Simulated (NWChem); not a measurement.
# acetamide (C2H5NO); SMILES CC(N)=O

```xyz
9

C      0.2400     1.3879     0.0000
C     -0.1420    -0.0893     0.0000
N      0.9132    -0.9669     0.0000
O     -1.3092    -0.4639     0.0000
H      1.3301     1.5832     0.0000
H     -0.2138     1.8678     0.8892
H     -0.2138     1.8678    -0.8892
H      0.7054    -1.9660     0.0000
H      1.8851    -0.6651     0.0000
```
Atoms are numbered in this order, from 1.

Results from NWChem. Geometry: optimised at PBE-D3(BJ)/def2-SVP. Total energies compare along this basis series because the functional is fixed.

| level | basis functions | energy (Ha) | highest occupied level (eV) | orbital gap (eV) | dipole (D) | relative time |
|---|---|---|---|---|---|---|
| TPSS/def2-SVP | 81 | -209.0919 | -5.44 | 5.52 | 3.68 | 1 |
| TPSS/def2-SVPD | 123 | -209.1114 | -5.87 | 5.40 | 3.90 | 3 |
| TPSS/def2-TZVP | 154 | -209.3317 | -5.77 | 5.51 | 3.80 | 6 |
| TPSS/def2-TZVPP | 194 | -209.3339 | -5.78 | 5.50 | 3.79 | 5 |

Times are rough ratios from one shared machine.
